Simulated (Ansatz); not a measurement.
Results of the Gaussian-basis code of Ansatz.

Basis-set series for `FC/C=C\CF`. Charge 0, multiplicity 1. Geometry: relaxed with PBE0-D4/def2-TZVP. It is a higher conformer; a search finds a lower one.

```csv
functional,basis,functions,energy (Eh),HOMO (eV),LUMO (eV)
PBE0-D4,def2-SVP,114,-355.03918,-7.45,0.14
PBE0-D4,def2-QZVPP,522,-355.47505,-7.54,-0.08
ωB97M-V,def2-SVP,114,-355.27590,-9.69,2.33
ωB97M-V,def2-QZVPP,522,-355.72499,-9.79,1.78
```

Task: Give the rows for def2-TZVPP. (Estimate.)

Result: The calculation gave: 
| functional | basis | functions | energy (Eh) | HOMO (eV) | LUMO (eV) |
| --- | --- | --- | --- | --- | --- |
| PBE0-D4 | def2-TZVPP | 270 | -355.45611 | -7.52 | -0.02 |
| ωB97M-V | def2-TZVPP | 270 | -355.70683 | -9.76 | 2.09 |

Positive LUMOs are unbound and depend on the basis.
